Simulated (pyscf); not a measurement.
Single points on ωB97X-D3(BJ)/def2-SVP structures (PySCF, gas phase).

Problem. For H₃C–Ga(CH₃)–NH₂ → CH₄ + H₃C–Ga=NH, an elimination (singlet surface; C–Ga, H–N broken, C–H formed), PBE/def2-TZVP gives ΔE‡ = 2.88 eV and ΔE = +1.90 eV (zero: the reactant's lowest minimum found). In which direction and how far do r²SCAN/def2-TZVP, PBE0-D3(BJ)/def2-TZVP, ωB97M-D3(BJ)/def2-TZVP move these?

Solution. r²SCAN: ΔE‡ = 3.08 eV, ΔE = +2.11 eV; PBE0-D3(BJ): ΔE‡ = 3.18 eV, ΔE = +2.25 eV; ωB97M-D3(BJ): ΔE‡ = 3.32 eV, ΔE = +2.24 eV. PBE's barrier lies under all of them, by 0.19 to 0.44 eV. Its reaction energy lies under all of them, by 0.21 to 0.35 eV. Much of the shift in the barrier follows the reaction energy. This is the saddle that the search found; another between the same sides may lie lower. Elements up to Kr have no core potential and no relativistic terms here.
